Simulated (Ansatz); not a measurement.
## [H···H···Cl], doublet in cc-pVTZ: errors against UCCSDT(Q)

Geometry: a point of a hydrogen-transfer path between rigid fragments, not a stationary point.

```xyz
3

H     0.0000    0.0000   -1.0670
H     0.0000    0.0000   -0.2770
Cl    0.0000    0.0000    1.3440
```

Basis cc-pVTZ; Ansatz 0.2.0. Correlated methods freeze the noble-gas cores, which leaves 9 electrons in 57 orbitals. R marks a restricted (for open shells ROHF) determinant, U an unrestricted one. Active spaces: valence = (9e, 6o) chosen from the atoms' valence shells; pair = (3e, 3o) about the gap.

Full CI isn't at hand for all of this; UCCSDT(Q) serves as the reference, and is uncertain by about the last step of the cluster series. The frozen core follows each run's orbitals, which can shift R against U totals by a few meV.

For open shells CISD is restricted-active-space CI with the open shells as a complete middle space.

The UHF ⟨S²⟩ is 0.780. The T1 diagnostic (RCCSD) is 0.0244 and the largest doubles amplitude (RCCSD) is 0.062. The T1 diagnostic (UCCSD) is 0.0140.

```
                   level  E − E(UCCSDT(Q)) (mEh)  share of correlation (%)  wall time
                     RHF                  251.34                      0.00          –
                     UHF                  241.94                      3.74          –
                    RMP2                   36.11                     85.63          –
                    UMP2                   37.15                     85.22          –
                    CISD                   22.65                     90.99      3.7 s
                   RCCSD                    8.68                     96.55          –
                   UCCSD                    8.50                     96.62          –
                RCCSD(T)                    0.99                     99.61        7 s
                UCCSD(T)                    1.01                     99.60        7 s
                 BCCD(T)                    0.99                     99.61      3.3 s
                  RCCSDT                    0.29                     99.88          –
                  UCCSDT                    0.26                     99.89          –
               RCCSDT(Q)                    0.03                     99.99       61 s
     CASSCF (pair space)                  228.08                      9.25          –
     NEVPT2 (pair space)                   34.35                     86.33      2.1 s
  CASSCF (valence space)                  226.37                      9.93          –
  NEVPT2 (valence space)                   54.43                     78.34      1.7 s
  MRCISD (valence space)                   18.90                     92.48          –
MRCISD+Q (valence space)                    2.89                     98.85      2.4 s
```

The correlation energy at UCCSDT(Q), counted from RHF, is -6.839 eV. That run took 52 s on 1 thread of Intel Xeon Platinum 8375C, shared host.

Times hold each run's SCF and search for its determinant on a shared host, so for small cases they say little of a method's own cost; they ran on 1 thread of Intel Xeon Platinum 8375C.

Natural occupations of CASSCF (valence space) about the gap: 2.000 2.000 1.999 1.970 1.001 0.030; effectively unpaired electrons, Σ n²(2−n)², 1.01.
